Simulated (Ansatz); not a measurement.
The input, for Ansatz 0.2.0:

```yaml
crystal:
  periodic: [false, false, false]
  atoms:
    - {symbol: Au, position_ang: [0.000000, 0.000000, 0.000000]}
    - {symbol: C, position_ang: [0.000000, 0.000000, 4.196000]}
basis:
  gaussian: {orbitals: def2-SVP}
magnetization: {spin_polarized: false, initial_magnetization: 1}
correlation: {method: sc_nevpt2, electrons: outside_noble_gas, active_space: {window: {electrons: 3, orbitals: 3}}}
```

```sh
$ ansatz run in.yaml --threads 1 --pin off --events-out ev --progress --plain --max-ram 2393MiB
```

The program prints:

```
470 factors; integrals over basis functions are off by at most 6.6e-4 eV
mean field evaluation 1: about -4680.2856 eV, gradient 3.3e1 eV
mean field evaluation 2: about -4680.2865 eV, gradient 3.3e1 eV
mean field evaluation 4: about -4689.2872 eV, gradient 8.0e0 eV
mean field evaluation 8: about -4689.5901 eV, gradient 1.3e-1 eV
mean field evaluation 16: about -4689.5770 eV, gradient 2.6e-2 eV
mean field evaluation 32: about -4689.5763 eV, gradient 1.8e-6 eV
mean field evaluation 64: about -4689.5897 eV, gradient 1.5e-2 eV
mean field evaluation 96: about -4689.5888 eV, gradient 1.5e-1 eV
mean field evaluation 128: about -4689.5763 eV, gradient 1.5e-4 eV
mean field evaluation 160: about -4687.6943 eV, gradient 2.4e-1 eV
mean field evaluation 192: about -4688.2369 eV, gradient 6.3e0 eV
mean field evaluation 224: about -4689.5763 eV, gradient 1.2e-5 eV
mean field -4689.58975706 eV, -172.3392448537 hartree, gradient 8.0e-6 eV, S^2 0.750000; 15 other end points of the search recorded, 0 dependent functions left out
reference -4689.58975706 eV, -172.3392448537 hartree; 13, 12 occupied and 33, 34 virtual orbitals, 470 factors
state -4691.95104789 eV, -172.4260206913 hartree
state -4691.95104789 eV, -172.4260206913 hartree; corrected -4700.31576390 eV, -172.7334183348 hartree
Total energy: -4700.31576390 eV, -172.7334183348 hartree
```

Ran on 1 thread of Intel Xeon Platinum 8259CL, shared host: 11 s wall, 0.1 GiB peak host memory.
